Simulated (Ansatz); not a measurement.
One change: `O[Si]F` becomes `O[SiH]`.

Ansatz, PBE0-D4/def2-TZVP geometries, multiplicity 1. Each molecule was computed in one conformer, which needn't be the lowest.

| property | `O[Si]F` |
| --- | --- |
| vertical ionisation energy (CCSD(T)/CBS(def2)) / eV | 10.53 |
| size of the dipole moment (PBE/def2-TZVPP) / D | 1.02 |
| LUMO energy (PBE/def2-TZVPP) / eV | -2.38 |
| HOMO–LUMO gap (PBE/def2-TZVPP) / eV | 4.19 |
| HOMO–LUMO gap (ωB97M-V/def2-TZVPP) / eV | 10.41 |
| ideal-gas entropy at 298 K and 1 bar (rigid rotor, harmonic PBE0-D4/def2-TZVP) / J/(mol·K) | 267 |

**Question.** What does the change do to each property? (Best estimate.)

**Answer.** Ansatz gave: 
```json
{"property": "vertical ionisation energy (CCSD(T)/CBS(def2)) / eV", "`O[SiH]`": "9.16", "shift": "-1.37"}
{"property": "size of the dipole moment (PBE/def2-TZVPP) / D", "`O[SiH]`": "1.27", "shift": "0.25"}
{"property": "LUMO energy (PBE/def2-TZVPP) / eV", "`O[SiH]`": "-2.91", "shift": "-0.53"}
{"property": "HOMO–LUMO gap (PBE/def2-TZVPP) / eV", "`O[SiH]`": "2.45", "shift": "-1.74"}
{"property": "HOMO–LUMO gap (ωB97M-V/def2-TZVPP) / eV", "`O[SiH]`": "8.54", "shift": "-1.87"}
{"property": "ideal-gas entropy at 298 K and 1 bar (rigid rotor, harmonic PBE0-D4/def2-TZVP) / J/(mol·K)", "`O[SiH]`": "242", "shift": "-25"}
```

With PBE0 the HOMO rises by 1.28 eV and the LUMO falls by 0.50 eV, so the gap narrows by about 1.78 eV. PBE moves the HOMO by 1.22 eV and ωB97M-V by 1.35 eV. Dipoles are sizes alone; their direction can turn.
